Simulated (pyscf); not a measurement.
Structures and frequencies: ωB97X-D3(BJ)/def2-SVP in PySCF.

Task: Estimate by transition-state theory (the high-pressure limit) the rate constant of `[Cl][Al]([Cl])[Cl]` + `[CH2]=[CH2]` → `[Cl][CH2][CH2][Al]([Cl])[Cl]` (singlet surface; Al–Cl broken, C–Cl, Al–C formed) at 600 K, with ωB97M-D3(BJ)/def2-TZVP energies (ideal gas, 1 atm, RRHO with modes under 100 cm⁻¹ raised to 100, one conformer, R ln 2 for rigid chiral ones; no tunnelling).

Result: The electronic barrier is 10.6 kcal/mol and the thermal terms add +23.1, so ΔG‡ = 33.7 kcal/mol. With k_BT/h = 1.25e+13 s⁻¹ and RT = 1.192 kcal/mol, and a volume of 8.18e-20 cm³ per molecule at 1 atm, k = 5.2e-19 cm³ molecule⁻¹ s⁻¹. The product is born with the 2 kcal/mol of the reverse barrier and needs collisions to keep. Wigner's tunnelling factor for 289i cm⁻¹ would be 1.02. The way back has so low a barrier that the product returns at once, so this is no net rate. A shift of 1 kcal/mol in the barrier changes k by a factor 2.3. On the reactant side the descent ends in a bound adduct, 16.7 kcal/mol under the separated species and 23.6 kcal/mol under the saddle at ωB97X-D3(BJ)/def2-TZVP. What is counted as broken (Al–Cl) persists as a longer contact in the product adduct; parting that adduct is a step of its own. At ωB97X-D3(BJ) the barrier from the zero used here is 6.8 kcal/mol. Cl–CH₂–CH₂–Al(Cl)–Cl is closed by a dative Al–Cl contact. One saddle was located; it need not be the lowest between these sides.
